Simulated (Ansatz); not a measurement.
**H2S2 (SMILES SS) at CCSDTQ/STO-3G**

Aim: the energy change on altering one bond length of H2S2 at CCSDTQ/STO-3G, from 2 runs. 

The calculation is run with Ansatz 0.2.0.

44 further runs of the same task are left out: 10 that didn't finish, 34 set aside as unsound or not needed.

### 1 The system as given

H2S2: 4 atoms, total charge 0, spin state singlet. SMILES: `SS`. The shape is that of a PBE0-D4/def2-TZVP optimisation.

Bond lengths: S1–S2 2.046 Å, S1–H3 1.347 Å, S2–H4 1.347 Å. Angles: S1–S2–H4 98.6°, S2–S1–H3 98.6°.

### 2 A single-point energy at CCSDTQ/STO-3G

File input.yaml:

```yaml
crystal:
  periodic: [false, false, false]
  atoms:
    - {symbol: S, position_ang: [0.784480, -0.789210, 0.166690]}
    - {symbol: S, position_ang: [0.060220, 1.121560, 0.067360]}
    - {symbol: H, position_ang: [-0.225420, -1.352590, 0.856880]}
    - {symbol: H, position_ang: [-0.619290, 1.020250, -1.090950]}
basis:
  gaussian:
    orbitals: STO-3G
correlation:
  method: ccsdtq
  frozen_orbitals: {H: 0, S: 5}
accuracy: high
scf:
  omitted_lower_state_checks: [cluster_reference, increment]
```

On the command line:

```
$ ansatz run input.yaml --threads 1 --pin off --max-ram 3480MiB --events-out events.jsonl --progress --plain --runs-dir runs
```

What it wrote (excerpt; [...] marks lines left out):

```text
Warning: RAYON_NUM_THREADS=1 ignored (pool sized by the plan → 1); use --threads N
Functional definition: HF
  name "HF"
[...]
344 factors; integrals over basis functions are off by at most 1.3e-8 eV
[...]
mean field -21428.70726893 eV, -787.4904672339 hartree, gradient 3.2e-8 eV, S^2 0.000000; 0 other end points of the search recorded, 0 dependent functions left out
10 core orbitals not correlated: weight in the atoms' cores, before any rotation towards them, 1.000 or more for the frozen orbitals, at most 0.000 for the correlated occupied ones
reference -21428.70726893 eV, -787.4904672339 hartree; 7, 7 occupied and 3, 3 virtual orbitals, 344 factors
second order -1.29860871 eV of doubles, -0.00000000 eV of singles
cycle   1  -1.67002087 eV  change   -3.7e-1 eV  update   5.4e-2
[...]
cycle  20  -1.88807270 eV  change  -2.7e-10 eV  update   1.0e-9
Total energy: -21430.59534163 eV, -787.5598526257 hartree
Checks for a lower state left out: cluster_reference, increment
```

Run time: 1.4 s. Hardware: 1 thread of Intel Xeon 6975P-C (Granite Rapids), shared host.

### 3 The distorted shape

File input.yaml:

```yaml
crystal:
  periodic: [false, false, false]
  atoms:
    - {symbol: S, position_ang: [0.965545, -1.266903, 0.191523]}
    - {symbol: S, position_ang: [0.060220, 1.121560, 0.067360]}
    - {symbol: H, position_ang: [-0.044355, -1.830283, 0.881713]}
    - {symbol: H, position_ang: [-0.619290, 1.020250, -1.090950]}
basis:
  gaussian:
    orbitals: STO-3G
total_charge: 0
correlation:
  method: ccsdtq
  frozen_orbitals: {H: 0, S: 5}
accuracy: high
scf:
  omitted_lower_state_checks: [cluster_reference, increment]
```

On the command line:

```
$ ansatz run input.yaml --threads 1 --pin off --max-ram 3480MiB --events-out events.jsonl --progress --plain --runs-dir runs
```

What it wrote (excerpt; [...] marks lines left out):

```text
Warning: RAYON_NUM_THREADS=1 ignored (pool sized by the plan → 1); use --threads N
Functional definition: HF
  name "HF"
[...]
328 factors; integrals over basis functions are off by at most 2.0e-8 eV
[...]
mean field -21426.67126274 eV, -787.4156453863 hartree, gradient 1.5e-8 eV, S^2 0.000000; 2 other end points of the search recorded, 0 dependent functions left out; unrestricted orbitals would lower it
10 core orbitals not correlated: weight in the atoms' cores, before any rotation towards them, 1.000 or more for the frozen orbitals, at most 0.000 for the correlated occupied ones
reference -21426.67126274 eV, -787.4156453863 hartree; 7, 7 occupied and 3, 3 virtual orbitals, 328 factors
second order -1.82633004 eV of doubles, -0.00000000 eV of singles
cycle   1  -2.39880389 eV  change   -5.7e-1 eV  update   9.1e-2
[...]
cycle  30  -2.82577330 eV  change    1.5e-9 eV  update   1.4e-9
Total energy: -21429.49703604 eV, -787.5194906397 hartree
Checks for a lower state left out: cluster_reference, increment
```

Run time: 1.6 s. Hardware: 1 thread of Intel Xeon 6975P-C (Granite Rapids), shared host.

### 4 Outcome

Level: CCSDTQ/STO-3G, 10 core orbitals frozen.

```
                                                         quantity          value
                                        first shape: total energy  -787.55985 Eh
        first shape: correlation energy (10 core orbitals frozen)      -69.4 mEh
                                       first shape: T1 diagnostic          0.006
                                    distorted shape: total energy  -787.51949 Eh
    distorted shape: correlation energy (10 core orbitals frozen)     -103.8 mEh
                                   distorted shape: T1 diagnostic          0.010
energy change with the S1–S2 bond stretched from 2.046 to 2.557 Å       1.098 eV
```

What this shows: With the S1–S2 bond stretched from 2.046 to 2.557 Å the energy rises by 1.10 eV (106 kJ/mol). The first shape isn't relaxed at this level, so the change isn't measured from a minimum. The minimal basis adds a large error of its own. The restricted solution (distorted shape) is unstable to spin breaking: an unrestricted one lies lower.
